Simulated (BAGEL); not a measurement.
**SiF2 (SMILES F[Si]F) at HF/3-21G (density fitting with qzvpp-jkfit)**

What is the vertical singlet–triplet gap of SiF2 at HF/3-21G (density fitting with qzvpp-jkfit)? 

Program for the calculation: BAGEL 1.2.2.

## 1. The structure to begin with

SiF2: 3 atoms, total charge 0, spin state singlet. SMILES: `F[Si]F`. The shape is that of a GFN2-xTB optimisation.

Bond lengths: Si1–F2 1.617 Å, Si1–F3 1.616 Å. Angles: F2–Si1–F3 92.6°.

## 2. A single-point energy at HF/3-21G (density fitting with qzvpp-jkfit)

Contents of hf.json:

```json
{ "bagel": [

{
  "title": "molecule",
  "basis": "3-21g",
  "df_basis": "qzvpp-jkfit",
  "angstrom": true,
  "geometry": [
    { "atom": "Si", "xyz": [    0.004220,   -0.007680,   -0.744810 ] },
    { "atom": "F", "xyz": [    1.165930,   -0.017340,    0.380560 ] },
    { "atom": "F", "xyz": [   -1.170150,    0.025020,    0.364240 ] }
  ]
},
{ "title": "hf" },
{ "title": "print", "file": "orbitals.molden", "orbitals": true }

]}
```

Started as:

```sh
$ BAGEL_NUM_THREADS=1 BAGEL hf.json > hf.out
```

The program printed:

```text
* using 1 threads per process

  ===============================================================
  ===============================================================

  *** Geometry ***

  { "atom" : "Si", "xyz" : [      0.007975,     -0.014513,     -1.407487 ] },
  { "atom" : "F", "xyz" : [      2.203288,     -0.032768,      0.719154 ] },
  { "atom" : "F", "xyz" : [     -2.211263,      0.047281,      0.688314 ] },

  Number of auxiliary basis functions:      282

  Since a DF basis is specified, we compute 2- and 3-index integrals:
    o Being stored without compression. Storage requirement is 0.002 GB

  Number of basis functions:       31
  Number of electrons      :       32

    * METHOD: MOLECULE                             0.04

  *** RHF ***

  === Nuclear Repulsion ===
   100.8382291270

      * DIIS with orbital gradients will be used.

  === RHF iteration (3-21g) ===
      0       -485.13989143          0.04459559           0.01
      1       -485.24923659          0.02812815           0.01
      2       -485.29883784          0.00130504           0.01
      3       -485.29931530          0.00031565           0.01
      4       -485.29934281          0.00007294           0.01
      5       -485.29934401          0.00001424           0.01
      6       -485.29934404          0.00000603           0.01
      7       -485.29934404          0.00000128           0.01
      8       -485.29934405          0.00000041           0.01
      9       -485.29934405          0.00000014           0.01
     10       -485.29934405          0.00000003           0.01
     11       -485.29934405          0.00000001           0.01
    * SCF iteration converged.

    * Permanent dipole moment:
           (   -0.002814,     0.008662,     0.843505) a.u.

    * METHOD: HF                                   0.10

    * METHOD: PRINT                                0.00

  ===============================================================
```

Wall time 0.26 s (1 thread of Arm Neoverse V2, shared host).

## 3. The triplet, same level

Contents of job.json:

```json
{ "bagel": [

{
  "title": "molecule",
  "basis": "3-21g",
  "df_basis": "qzvpp-jkfit",
  "angstrom": true,
  "geometry": [
    { "atom": "Si", "xyz": [       0.004220,      -0.007680,      -0.744810 ] },
    { "atom": "F", "xyz": [       1.165930,      -0.017340,       0.380560 ] },
    { "atom": "F", "xyz": [      -1.170150,       0.025020,       0.364240 ] }
  ]
},

{ "title": "uhf", "nopen": 2 },

{ "title": "print", "file": "orbitals.molden", "orbitals": true }

]}
```

Started as:

```sh
$ BAGEL_NUM_THREADS=1 BAGEL job.json > job.out
```

The program printed:

```text
* using 1 threads per process

  ===============================================================
  ===============================================================

  *** Geometry ***

  { "atom" : "Si", "xyz" : [      0.007975,     -0.014513,     -1.407487 ] },
  { "atom" : "F", "xyz" : [      2.203288,     -0.032768,      0.719154 ] },
  { "atom" : "F", "xyz" : [     -2.211263,      0.047281,      0.688314 ] },

  Number of auxiliary basis functions:      282

  Since a DF basis is specified, we compute 2- and 3-index integrals:
    o Being stored without compression. Storage requirement is 0.002 GB

  Number of basis functions:       31
  Number of electrons      :       32

    * METHOD: MOLECULE                             0.04

  *** Open-shell HF ***

  === Nuclear Repulsion ===
   100.8382291270

      * DIIS with orbital gradients will be used.

  === UHF iteration (3-21g) ===
      0       -485.02401813          0.08170607           0.01
      1       -485.14217593          0.05035937           0.01
      2       -485.17369209          0.02855767           0.01
      3       -485.18740344          0.00107431           0.01
      4       -485.18761761          0.00022754           0.01
      5       -485.18763246          0.00009095           0.01
      6       -485.18763676          0.00002893           0.01
      7       -485.18763739          0.00001041           0.01
      8       -485.18763744          0.00000528           0.01
      9       -485.18763746          0.00000210           0.01
     10       -485.18763746          0.00000116           0.01
     11       -485.18763746          0.00000048           0.01
     12       -485.18763746          0.00000020           0.01
     13       -485.18763746          0.00000007           0.01
     14       -485.18763746          0.00000004           0.01
     15       -485.18763746          0.00000003           0.01
     16       -485.18763746          0.00000001           0.01
     17       -485.18763746          0.00000001           0.01
    * SCF iteration converged.

    * S^2 (UHF) is 2.0026

    * Permanent dipole moment:
           (   -0.008507,     0.017016,     1.651743) a.u.

    * METHOD: UHF                                  0.21

    * METHOD: PRINT                                0.00

  ===============================================================
```

Run time: 0.38 s. Hardware: 1 thread of Arm Neoverse V2, shared host.

## 4. Outcome

Level: HF/3-21G (density fitting with qzvpp-jkfit).

| quantity | value |
| --- | --- |
| singlet: total energy | -485.29934 Eh |
| singlet: dipole moment | 2.14 D |
| singlet: HOMO energy | -11.25 eV |
| singlet: LUMO energy | 1.07 eV |
| singlet: HOMO–LUMO gap | 12.31 eV |
| triplet: total energy | -485.18764 Eh |
| triplet: dipole moment | 4.20 D |
| triplet: ⟨S²⟩ | 2.003 |
| vertical energy of the triplet above the singlet | 3.040 eV |

**Reading.** At this shape the triplet lies 3.04 eV (70 kcal/mol) above the singlet.
